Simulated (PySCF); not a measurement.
Which basis set comes closest?

Molecule: 1-pentene (C=CCCC, C₅H₁₀).

Bonds (- single, = double, # triple, : aromatic): C1=C2 1.334 Å, C2-C3 1.495 Å, C3-C4 1.529 Å, C4-C5 1.520 Å. C1 carries H6, H7; C2 carries H8; C3 carries H9, H10; C4 carries H11, H12; C5 carries H13, H14, H15. H6 is cis to C3; H7 is trans to C3.

Geometry PBE0-D3(BJ)/def2-SVP throughout; GIAO in PySCF 2.14.0 with density-fitted response routines, gas phase, one conformer, non-relativistic; equivalent atoms averaged; functional PBE0.

Reference values (measured; solution, not stated per compound (mostly CDCl3 or CCl4); Pretsch, Buehlmann, Badertscher, Structure Determination of Organic Compounds, 4th ed. (2009)): δ(C3) = 36.2 ppm, δ(C4) = 22.4 ppm, δ(C5) = 13.6 ppm, δ(H9/H10) = 2.02 ppm, δ(H11/H12) = 1.43 ppm, δ(H13/H14/H15) = 0.91 ppm. Computed shifts are taken against TMS, calculated as an isolated molecule at each level.

Task: How do the basis sets STO-3G, 6-31G, pcSseg-0, 6-31G*, def2-SVP, cc-pVDZ, pcSseg-1, 6-311+G(2d,p), aug-cc-pVDZ, def2-TZVP, IGLO-III, cc-pVTZ, pcSseg-2 perform against the reference? Times are CPU seconds on 1 thread of an Arm Neoverse V1, shared host.

Result: 
```tsv
basis set	functions	C3	C4	C5	H9/H10	H11/H12	H13/H14/H15	mean abs. error C	mean abs. error H	core-s
STO-3G	35	33.2	26.0	20.4	1.50	0.82	0.79	4.5	0.42	2.7
6-31G	65	38.9	24.7	16.5	2.19	1.54	1.13	2.6	0.17	4.6
pcSseg-0	65	41.3	25.1	18.0	1.93	1.25	1.14	4.1	0.17	4.2
6-31G*	90	37.8	24.3	15.9	2.05	1.44	0.99	1.9	0.04	6.4
def2-SVP	120	38.5	24.8	15.6	1.83	1.17	0.87	2.2	0.16	8.6
cc-pVDZ	120	41.1	27.6	16.9	1.90	1.24	0.93	4.5	0.11	8.8
pcSseg-1	135	41.6	27.1	16.6	1.88	1.22	1.01	4.4	0.15	14
6-311+G(2d,p)	195	41.2	27.0	15.6	2.00	1.32	0.94	3.9	0.05	18
aug-cc-pVDZ	205	41.1	27.7	15.5	2.06	1.37	1.03	4.0	0.07	20
def2-TZVP	215	42.2	27.8	16.4	2.03	1.35	0.95	4.7	0.04	21
IGLO-III	275	43.1	28.4	16.5	2.03	1.33	0.96	5.3	0.05	29
cc-pVTZ	290	41.9	27.5	16.2	2.01	1.32	0.96	4.5	0.06	32
pcSseg-2	320	43.6	28.8	17.0	2.03	1.33	0.97	5.7	0.06	44
```

For ¹³C the closest is 6-31G* (1.9 ppm) and the furthest pcSseg-2 (5.7 ppm).

For ¹H the closest is 6-31G* (0.04 ppm, with def2-TZVP, IGLO-III, 6-311+G(2d,p), pcSseg-2, cc-pVTZ practically level) and the furthest STO-3G (0.42 ppm). Where a smaller basis beats a larger one, errors probably cancel; the largest sets show where the functional converges. One molecule is a small sample, and vibrational and solvent effects are absent from the calculation.

A small basis that lands close on one nucleus may do so by chance; judge by the trend and by all nuclei.
